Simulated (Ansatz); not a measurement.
# C2 (triplet): wave-function methods side by side at distance C1–C2 = 1.046 Å, 6-31G

How much of the correlation energy of C2 (triplet) does each wave-function method recover here?

The runs use Ansatz 0.2.0, Gaussian basis; 6-31G, core rule «outside noble gas», up to 2 orbitals frozen.

The runs, in order: UHF; CCSD(T) on ROHF; CCSD(T) on UHF; BCCD(T) on ROHF; CISD; CCSDT(Q) on ROHF; CCSDT(Q) on UHF; CISDTQ; CCSDTQ on ROHF; CCSDTQ on UHF; CASSCF and MRCISD+Q, 4 electrons in 4 orbitals; CASSCF and NEVPT2, 4 electrons in 4 orbitals; CASSCF and MRCISD+Q, 8 electrons in 8 orbitals; CASSCF and NEVPT2, 8 electrons in 8 orbitals; Full CI.

21 further runs of the same task are left out: 1 for a known fault of the program, 15 that didn't finish, 5 set aside as unsound or not needed.

## (1) The geometry

The geometry derives from a PBE0/def2-TZVP stationary point (not a proven minimum). One bond is set to the value named and the two fragments are kept rigid.

2 atoms, charge 0, spin multiplicity 3.

Atoms are counted from 1 here; the program's logs count them from 0.

Bond lengths: C1–C2 1.046 Å.

Geometry (Å):

```xyz
2
C2
C     0.0000    0.0000    0.0000
C     0.0000    0.0000    1.0460
```

## (2) UHF

The input, in.yaml:

```yaml
crystal:
  periodic: [false, false, false]
  atoms:
    - {symbol: C, position_ang: [0.000000, 0.000000, 0.000000]}
    - {symbol: C, position_ang: [0.000000, 0.000000, 1.046000]}
basis:
  gaussian: {orbitals: 6-31G}
magnetization: {spin_polarized: true, initial_magnetization: 2}
hamiltonian: {xc: hf}
output: {orbitals: {seedname: orbitals}}
```

Started as:

```bash
$ ansatz run in.yaml --threads 1 --pin off --events-out ev --progress --plain --max-ram 2393MiB
```

Further steps of the session: CCSD(T) on ROHF; CCSD(T) on UHF; BCCD(T) on ROHF; CISD; CCSDT(Q) on ROHF; CCSDT(Q) on UHF; CISDTQ; CCSDTQ on ROHF; CCSDTQ on UHF; CASSCF and MRCISD+Q, 4 electrons in 4 orbitals; CASSCF and NEVPT2, 4 electrons in 4 orbitals; CASSCF and MRCISD+Q, 8 electrons in 8 orbitals; CASSCF and NEVPT2, 8 electrons in 8 orbitals; Full CI.

Q: Predict the results of all the runs planned. Wanted: FCI below the RHF energy; RMP2 from FCI; UMP2 from FCI; RCCSD from FCI; RCCSD(T) from FCI; UCCSD(T) from FCI; RCCSDT(Q) from FCI; UCCSDT(Q) from FCI; NEVPT2 pair from FCI.

The runs gave:

```
                         quantity                                                                                                                                         value
         FCI below the RHF energy                                                                                                                                    -4.0689 eV
                    RMP2 from FCI                                                                                                                               +16.11 kcal/mol
                    UMP2 from FCI                                                                                                                               +16.09 kcal/mol
                   RCCSD from FCI                                                                                                                                +2.97 kcal/mol
                RCCSD(T) from FCI                                                                                                                                +0.71 kcal/mol
                UCCSD(T) from FCI                                                                                                                                +0.71 kcal/mol
               RCCSDT(Q) from FCI                                                                                                                                -0.02 kcal/mol
               UCCSDT(Q) from FCI                                                                                                                                -0.02 kcal/mol
             NEVPT2 pair from FCI                                                                                                                               +11.46 kcal/mol
           MRCISD+Q pair from FCI                                                                                                                                +0.49 kcal/mol
          NEVPT2 valence from FCI                                                                                                                                +7.77 kcal/mol
levels within 1 kcal/mol (43 meV)  RCCSD(T), UCCSD(T), BCCD(T), RCCSDT, UCCSDT, CISDTQ, RCCSDT(Q), UCCSDT(Q), RCCSDTQ, UCCSDTQ, MRCISD+Q pair, MRCISD valence, MRCISD+Q valence
                    T1 diagnostic                                                                                                                                         0.011
   effectively unpaired electrons                                                                                                                                          2.08
```

RCCSD(T) lands +0.71 kcal/mol from the yardstick (0.8 % of the correlation energy). One determinant dominates. Of the multireference levels listed MRCISD+Q valence comes nearest in total energy (+0.31 kcal/mol), which doesn't show that its space is the better one. These misses are within one basis, not against nature; the frozen cores of restricted and unrestricted runs differ, which can shift their rows.
